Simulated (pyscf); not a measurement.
Thermochemistry of product channels of C₃H₆ (SMILES C1CC1) + •C≡CH (SMILES [C]#C) on the doublet surface, in kcal/mol, from ωB97M-D3(BJ)/def2-TZVP energies (ideal gas, 1 atm, RRHO with modes under 100 cm⁻¹ raised to 100, one conformer, R ln 2 for chiral ones without a mode under 150 cm⁻¹). Optimised with ωB97X-D3(BJ)/def2-SVP in PySCF.

```csv
products,ΔE,ΔH(298 K),ΔG(298 K),ΔG(1200 K)
HC≡C–CH₂–CH₂–CH₂• (SMILES C#CCC[CH2]),-68.5,-67.7,-59.6,…
C₅H₇ (SMILES [C]1=CCCC1) [doublet],…,-81.3,-71.0,-38.8
```

### Question
What belongs in the gaps?

### Answer

- HC≡C–CH₂–CH₂–CH₂• (SMILES C#CCC[CH2]), ΔG(1200 K): -37.3
- C₅H₇ (SMILES [C]1=CCCC1) [doublet], ΔE: -84.7

These are energies of the channels, which say nothing of barriers. cyclopropane lies 6.6 kcal/mol over its isomer H₂C=CH–CH₃ (electronic energy, ωB97M-D3(BJ)/def2-TZVP). HC≡C–CH₂–CH₂–CH₂• lies 27.2 kcal/mol over its isomer •H₂C–C(=CH₂)–CH=CH₂ (electronic energy, ωB97M-D3(BJ)/def2-TZVP). C₂H has a Π state close over its Σ ground state, and the state reached was not checked.
